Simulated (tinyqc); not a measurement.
Worked calculation: UKS/exchange-only LDA in the sto-6g basis, for BH2, spin multiplicity 2. One step of it, computed by the program tinyqc.

Problem. Iteration 1: diagonalisation and new density. Diagonalise F' = X^T F X, C = X C', fill 4 alpha and 3 beta electrons from the bottom; D(s) = C_occ C_occ^T. Each column has its largest component positive (the first on a tie).

F(alpha) (hartree), lower triangle:
```
            1B 1s      1B 2s    1B 2px     1B 2py     1B 2pz      2H 1s      3H 1s
1B 1s   -6.138028
1B 2s   -1.811867  -0.720683
1B 2px   0.000000   0.000000  0.059289
1B 2py   0.000000   0.000000  0.000000  -0.006569
1B 2pz  -0.001309  -0.032591  0.000000   0.000000   0.037331
2H 1s   -0.304846  -0.275565  0.000000  -0.156981  -0.093436  -0.148310
3H 1s   -0.304846  -0.275565  0.000000   0.156981  -0.093436  -0.056990  -0.148310
```

F(beta) (hartree), lower triangle:
```
            1B 1s      1B 2s    1B 2px     1B 2py     1B 2pz      2H 1s      3H 1s
1B 1s   -5.973857
1B 2s   -1.789127  -0.682734
1B 2px   0.000000   0.000000  0.096108
1B 2py   0.000000   0.000000  0.000000   0.032796
1B 2pz  -0.001299  -0.031358  0.000000   0.000000   0.074995
2H 1s   -0.300761  -0.262175  0.000000  -0.144178  -0.085940  -0.111576
3H 1s   -0.300761  -0.262175  0.000000   0.144178  -0.085940  -0.054990  -0.111576
```

X, lower triangle:
```
            1B 1s      1B 2s    1B 2px     1B 2py     1B 2pz      2H 1s     3H 1s
1B 1s    1.030014
1B 2s   -0.155668   1.177859
1B 2px   0.000000   0.000000  1.000000
1B 2py   0.000000   0.000000  0.000000   1.130468
1B 2pz  -0.009053   0.080020  0.000000   0.000000   1.042662
2H 1s    0.022969  -0.244879  0.000000  -0.231913  -0.131133   1.158961
3H 1s    0.022969  -0.244879  0.000000   0.231913  -0.131133  -0.011156  1.158961
```

Give: F' = X^T F X; orbital energies; coefficients C; F' = X^T F X; orbital energies; coefficients C; D(alpha) after iteration 1; D(beta) after iteration 1.

Solution.

F' = X^T F X (alpha) (hartree), lower triangle:
```
        1       2      3       4       5       6      7
1  -5.974
2  -1.004  -0.236
3   0.000   0.000  0.059
4   0.000   0.000  0.000   0.146
5  -0.015   0.047  0.000   0.000   0.087
6  -0.022  -0.188  0.000  -0.198  -0.111   0.027
7  -0.022  -0.188  0.000   0.198  -0.111  -0.018  0.027
```

orbital energies (alpha) (hartree): MO1 -6.145, MO2 -0.299, MO3 -0.189, MO4 0.003, MO5 0.059, MO6 0.328, MO7 0.380

coefficients C (alpha):
```
           MO1     MO2     MO3     MO4    MO5     MO6     MO7
1B 1s    0.990  -0.219   0.000   0.158  0.000  -0.185   0.000
1B 2s    0.040   0.619   0.000  -0.620  0.000   0.877   0.000
1B 2px   0.000   0.000   0.000   0.000  1.000   0.000   0.000
1B 2py   0.000   0.000   0.473   0.000  0.000   0.000   1.078
1B 2pz   0.004   0.124   0.000   0.763  0.000   0.728   0.000
2H 1s   -0.009   0.355   0.487   0.247  0.000  -0.741  -0.708
3H 1s   -0.009   0.355  -0.487   0.247  0.000  -0.741   0.708
```

F' = X^T F X (beta) (hartree), lower triangle:
```
        1       2      3       4       5       6      7
1  -5.806
2  -1.009  -0.198
3   0.000   0.000  0.096
4   0.000   0.000  0.000   0.187
5  -0.016   0.049  0.000   0.000   0.125
6  -0.019  -0.189  0.000  -0.199  -0.111   0.064
7  -0.019  -0.189  0.000   0.199  -0.111  -0.018  0.064
```

orbital energies (beta) (hartree): MO1 -5.983, MO2 -0.261, MO3 -0.152, MO4 0.041, MO5 0.096, MO6 0.370, MO7 0.422

coefficients C (beta):
```
           MO1     MO2     MO3     MO4    MO5     MO6     MO7
1B 1s    0.988  -0.220   0.000   0.160  0.000  -0.189   0.000
1B 2s    0.046   0.611   0.000  -0.618  0.000   0.884   0.000
1B 2px   0.000   0.000   0.000   0.000  1.000   0.000   0.000
1B 2py   0.000   0.000   0.471   0.000  0.000   0.000   1.079
1B 2pz   0.004   0.124   0.000   0.766  0.000   0.725   0.000
2H 1s   -0.010   0.360   0.488   0.241  0.000  -0.740  -0.707
3H 1s   -0.010   0.360  -0.488   0.241  0.000  -0.740   0.707
```

D(alpha) after iteration 1, lower triangle:
```
         1B 1s   1B 2s  1B 2px  1B 2py  1B 2pz   2H 1s  3H 1s
1B 1s    1.052
1B 2s   -0.194   0.768
1B 2px   0.000   0.000   0.000
1B 2py   0.000   0.000   0.000   0.223
1B 2pz   0.097  -0.396   0.000   0.000   0.598
2H 1s   -0.047   0.067   0.000   0.230   0.233   0.424
3H 1s   -0.047   0.067   0.000  -0.230   0.233  -0.049  0.424
```

D(beta) after iteration 1, lower triangle:
```
         1B 1s  1B 2s  1B 2px  1B 2py  1B 2pz   2H 1s  3H 1s
1B 1s    1.025
1B 2s   -0.090  0.375
1B 2px   0.000  0.000   0.000
1B 2py   0.000  0.000   0.000   0.222
1B 2pz  -0.023  0.076   0.000   0.000   0.015
2H 1s   -0.089  0.220   0.000   0.230   0.045   0.368
3H 1s   -0.089  0.220   0.000  -0.230   0.045  -0.108  0.368
```
